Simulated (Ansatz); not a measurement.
A nudged elastic band was laid between two geometries of C3H4FNO (10 atoms, charge 0, multiplicity 1).

Method: RKS BHLYP-D4/def2-SVP in Ansatz 0.2.0.

```
movable images  : 9
climbing image  : yes
spring          : 2.0 to 10.0 eV/Å², energy-weighted
optimiser       : quadratic models (default)
start path      : through a guess of the saddle point
force threshold : 0.05 eV/Å
iteration limit : 60
end points      : relaxed
```

Image 0:

```xyz
10
Properties=species:S:1:pos:R:3
O -0.407 -1.520 -0.901
C 0.307 -0.790 0.002
F 1.491 -0.376 -0.547
C -0.507 0.414 0.383
C -0.070 1.746 0.055
N 0.141 1.457 1.241
H 0.030 -2.354 -1.058
H 0.580 -1.380 0.888
H -1.554 0.186 0.578
H 0.071 2.566 -0.638
```

Image 10:

```xyz
10
Properties=species:S:1:pos:R:3
O 0.423 -0.815 -1.206
C 0.091 -0.896 0.113
F 1.109 -1.478 0.821
C -0.170 0.478 0.655
C -0.394 1.611 -0.205
N 0.753 1.593 0.256
H 0.588 -1.691 -1.546
H -0.785 -1.539 0.281
H -0.513 0.478 1.690
H -1.019 2.207 -0.860
```

**Question.** Which bonds break or form, and what moves?

**Answer.** No bond is made or broken. The dihedral F3–C2–C4–H9 goes from 165 to -63°.

**Question.** Give the energies along the band, and the barrier.

**Answer.** The run converged. The highest image is number 4 of 0 to 10, 10.7 kJ/mol above the first end and 5.6 kJ/mol above the last; the last end lies 5.2 kJ/mol above the first. Another band between the same ends (9 images) ends at a top of the same energy, where a vibrational analysis finds 1 clearly imaginary mode.

```csv
image,path coordinate (Å),energy (kJ/mol),dihedral F3–C2–C4–H9 (°)
0,0.00,0.0,165
1,1.13,5.6,-160
2,1.55,8.7,-147
3,1.87,10.2,-137
4,2.17,10.7,-126
5,2.38,10.6,-119
6,2.59,10.1,-112
7,2.82,9.2,-104
8,3.09,8.0,-94
9,3.44,6.5,-82
10,3.98,5.2,-63
```

**Question.** What is the geometry of the highest image?

**Answer.** 
```xyz
10
Properties=species:S:1:pos:R:3:forces:R:3
O -0.074 -1.029 -1.191 0.01 0.00 0.01
C 0.218 -0.867 0.136 0.00 0.00 -0.01
F 1.573 -0.843 0.296 0.00 0.01 0.00
C -0.385 0.431 0.613 -0.01 -0.01 0.01
C -0.253 1.623 -0.181 0.01 0.01 0.01
N 0.536 1.606 0.773 0.01 0.01 0.00
H 0.323 -1.841 -1.503 -0.01 0.00 -0.01
H -0.147 -1.708 0.740 0.00 0.00 0.00
H -1.185 0.333 1.346 0.00 0.00 -0.01
H -0.525 2.244 -1.025 -0.01 0.00 0.00
```

The band took 8 iterations and roughly 7 core-minutes.

Run time: 3.4 min on 2 threads of Arm Neoverse V1, with other jobs on the host, peak memory 0.23 GiB.
